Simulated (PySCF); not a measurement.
Gas-phase reaction: 2 SiOF2 + 2 SiF4 = 4 SiF3 + O2

Computed with PySCF and rigid-rotor harmonic-oscillator thermochemistry at 1 bar. † marks an energy on the PBE0/def2-TZVP geometry and frequencies; other levels use their own. CCSD(T) freezes the core. Open shells (unrestricted): SiF3 (multiplicity 2), O2 (multiplicity 3); the rest are closed-shell singlets. SiOF2: computed as isolated molecules; such fragments, hydroxides, amides, oligomers or adducts are transient or little studied in the gas. CCSD(T) isn't extrapolated to the basis-set limit; its ΔH°(298 K) is 930.8 kJ in def2-SVP and 1020.2 kJ in def2-TZVPP. The harmonic model lacks anharmonicity and excited electronic states, which grow with temperature; levels with a mode under 35 cm⁻¹ are left out.

```tsv
level	ΔE electronic, kJ	ΔH°(298 K), kJ	ΔS°(298 K), J/K	ΔG°(1000 K), kJ
BLYP/def2-TZVP†	935	923	215	708
CCSD(T)/def2-TZVPP†	1033	1020	215	806
M06-2X/def2-TZVP†	992	980	215	766
PBE/def2-SVP	866	854	213	641
PBE/def2-TZVP†	918	906	215	692
PBE0/def2-QZVP†	934	921	215	707
PBE0/def2-SVP†	874	862	215	648
r2SCAN/def2-TZVP†	936	924	215	710
LDA/def2-TZVP†	1028	1016	215	802
ωB97M-V/def2-TZVP†	1038	1026	215	812
```
ΔH° is lowest at PBE/def2-SVP and highest at ωB97M-V/def2-TZVP†. No reference value is set beside these.
